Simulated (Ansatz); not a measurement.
Born–Oppenheimer molecular dynamics of CH₆SSi (9 atoms, charge 0, multiplicity 1). It starts at the highest image of a converged band. Of that band: Neighbouring images differ by up to 2.1 eV, so the band resolves the path poorly. A vibrational analysis at the climbing image gives 2 clearly imaginary modes (1310i, 56i cm⁻¹): a point of higher order, so a lower path passes nearby.

Level of theory: RKS r2SCANh/6-31G* (Ansatz).

* ensemble: NVE (velocity Verlet)
* time step: 0.5 fs
* steps asked: 200
* starting velocities drawn for: 100 K
* seed: 6572

First frame:

```xyz
9
Properties=species:S:1:pos:R:3
Si -0.801 -0.767 0.126
C 0.582 0.805 0.036
S 0.164 -2.098 -1.076
H 0.672 -0.402 -0.594
H -2.031 -0.066 -0.323
H -0.848 -0.928 1.601
H -0.132 1.601 -0.194
H 0.957 0.868 1.059
H 1.436 0.987 -0.634
```

Question: How far do the bonds stretch over the last three quarters of this one trajectory? (Pairs bonded in most of those frames.)

Answer: 
```
  bond  mean (Å)  spread (Å)  shortest  longest
Si1–S3     1.946       0.019      1.92     1.98
Si1–H5     1.488       0.007      1.48     1.50
Si1–H6     1.486       0.005      1.48     1.50
 C2–H4     1.096       0.038      1.04     1.16
 C2–H7     1.096       0.010      1.08     1.11
 C2–H8     1.094       0.029      1.05     1.14
 C2–H9     1.095       0.014      1.07     1.13
```

Mean temperature of the second half: 1494 K. The conserved energy stayed within 0.1 meV per atom of its start (net change -0.081 meV per atom), so the integration is sound. The system heated up, since it started high on the potential surface and ran downhill. A run of 0.1 ps of so small a system gives no equilibrium averages. The orbitals stay closed-shell, which can raise the energy where a bond breaks towards radicals; this wasn't checked here.

Time of the run: 7 min on 2 threads of Arm Neoverse V2 (shared host), peak memory 0.14 GiB.
